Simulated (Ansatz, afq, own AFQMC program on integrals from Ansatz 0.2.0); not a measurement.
Where AFQMC and coupled cluster stand for AlBH, doublet

```xyz
3

B     0.0000   -0.1321    1.5168
Al    0.0000    0.0940   -0.5475
H     0.0000   -1.1006   -1.6138
```

Connectivity, by distances: B–AlH.

Basis 6-31G. Noble-gas cores (and the filled d shells of Ga–Kr and In–Xe) are frozen. Ansatz 0.2.0 and our own AFQMC program on the same integrals; the CISD trial comes from CCSD amplitudes, and released means the phaseless constraint is let go. Uncertainties: one standard error, sampling alone.

Determinant: UHF, the one that the program's search chose, which needn't be the lowest solution. The geometry is a point of a scan.

Full CI on the same integrals is exact in this basis and with this determinant's frozen core.

Cautions: strong correlation (T1 0.072, weight of the determinant 0.82, largest double 0.12); unrestricted determinant spin contaminated (⟨S²⟩ 1.66 against 0.75); the released energies are still falling, so no released level is given (meV from the phaseless value at times in 1/Eh: -1 ± 4 at 0.24, -6 ± 4 at 0.51, -10 ± 3 at 0.99, -12 ± 3 at 1.62, -15.8 ± 2.4 at 2.40); the next higher spin lies close (full CI puts it 40 meV above).

The T1 diagnostic is 0.0721 and the weight of the determinant in the CISD state is 0.818. The ⟨S²⟩ of the determinant is 1.663 and the size of the correlated space is 7 electrons in 18 orbitals.

| level | correlation energy (eV) |
| --- | --- |
| MP2 | -1.2751 |
| CCSD | -2.0817 |
| CCSD(T) | -2.1660 |

Q: Estimate where full CI lies against CCSD(T) on the same integrals.

A: 2.23 kcal/mol below CCSD(T).

Reference: full CI, correlation energy -2.263 eV. The cautions show a poor starting determinant, so the rows tell how each method copes with it here, and full CI is the sure value.

```csv
level,E − E(reference) (kcal/mol),share of correlation (%)
CCSD(T),2.23,95.72
CCSDT,0.40,99.23
CCSDT(Q),0.14,99.74
CCSDTQ,0.03,99.94
ph-AFQMC/CISD,0.50 ± 0.10,99.04
```

CCSDT and higher add their correlation energy to the determinant of the CCSD(T) run, since their own runs factorise the integrals more tightly (a shift of under 2 meV). A walk keeps the symmetry of its determinant, which the program's search chose and which needn't be the lowest solution, so a lower state of the same spin and another symmetry isn't excluded.
